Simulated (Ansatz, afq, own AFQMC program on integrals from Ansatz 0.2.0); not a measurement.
Integrals from Ansatz 0.2.0, then the random walk in our own AFQMC program (afq).

```yaml
crystal:
  periodic: [false, false, false]
  atoms:
    - {symbol: Cl, position_ang: [-2.492048, 0.000001, -0.000001]}
    - {symbol: H, position_ang: [-0.376048, 0.000000, 0.000000]}
    - {symbol: Ge, position_ang: [1.153952, 0.000000, 0.000000]}
    - {symbol: H, position_ang: [1.622620, -1.465915, 0.000001]}
    - {symbol: H, position_ang: [1.622621, 0.732957, -1.269519]}
    - {symbol: H, position_ang: [1.622620, 0.732957, 1.269520]}
basis:
  gaussian: {orbitals: cc-pVTZ}
magnetization: {spin_polarized: true, initial_magnetization: 1}
correlation: {method: ccsd_t, electrons: outside_noble_gas, hamiltonian_folder: ham}
```

```sh
$ ansatz run in.yaml --threads 1 --pin off --events-out ev --progress --plain --max-ram 16896MiB --backend cuda --devices 0, --max-vram 18GiB
```

afq runs on the folder ham with

```
--method phaseless --trial cisd --walkers 600 --populations 10 --least-time 60 --time-step 0.005 --steps-per-block 50 --equilibration-blocks 28 --max-blocks 4000 --target-error 0.00023 --factor-cut 1e-05 --start spin_pure --seed 8798 --release-times 0.24,0.51,0.99,1.5 --release-step 0.03 --release-every 4 --taylor-order 6
```

Times are imaginary, in 1/Eh. The walk had a cap of 168 s. With eight or more populations the least sampling time is a fifth of least-time, and the error comes from their spread. Filled inner d shells are frozen with the cores.

Log:

```
orbitals 114  electrons 8 7  factors 722 of 775
reference energy -2537.19678531 Eh
CCSD correlation -0.35522833 Eh in 11 cycles, weight of the determinant in the CISD state 0.8517
energy of the start -2537.551477 Eh
 block  time / (1/Eh)  mean weight  energy / Eh
     1     0.250  0.9994  -2537.544513
     2     0.500  1.0000  -2537.548687
     3     0.750  1.0004  -2537.551727
     4     1.000  0.9991  -2537.554926
     5     1.250  1.0005  -2537.556595
     9     2.250  0.9993  -2537.563137
    19     4.750  1.0000  -2537.563269
    31     7.750  0.9988  -2537.563149
    43    10.750  0.9979  -2537.566278
    55    13.750  1.0008  -2537.562364
    67    16.750  1.0013  -2537.564560
    76    19.000  0.9995  -2537.559101
    79    19.750  0.9999  -2537.561147
    91    22.750  1.0010  -2537.560470
   103    25.750  0.9997  -2537.564491
   115    28.750  0.9999  -2537.562086
   124    31.000  0.9994  -2537.563796
error from the spread of 10 populations
released: time / (1/Eh)  energy / Eh  error  mean overlap
  0.24  -2537.563779  0.000249  0.9895
  0.51  -2537.563973  0.000438  0.9832
  0.99  -2537.564018  0.000459  0.9902
  1.50  -2537.564246  0.000630  0.9819
energy -2537.563518 +/- 0.000310 Eh
(rows thinned)
```

The run passed its tests (sampling time, drift between the halves within three errors, error under three times the target), which doesn't prove that it has relaxed, ending at its cap on processor time. The second half of the sampling lies above the first by 1.8 errors of their difference, so the energy may still be moving and its error bar be too small.

Against this walk (error 8.4 meV) on the same determinant: CCSD(T) 32.1 meV higher. The error is statistical and leaves out the bias of the constraint. Released to 0.99 1/Eh the energy moves by -14 ± 15 meV (both errors), within twice the noise.

Cautions: constraint bias not in the error; error above the target (8.4 against 6.3 meV); no relativity below Rb; no spin-orbit coupling; inner d shell frozen.

The walk took 2.8 min on 1 × NVIDIA H100 80GB HBM3 with 2 threads of AMD EPYC 7R13 Processor (Zen 3) (shared host) (the card was shared). The log's last line is the phaseless energy.

A walk keeps the symmetry of its determinant, which the program's search chose and which needn't be the lowest solution, so a lower state of the same spin and another symmetry isn't excluded.
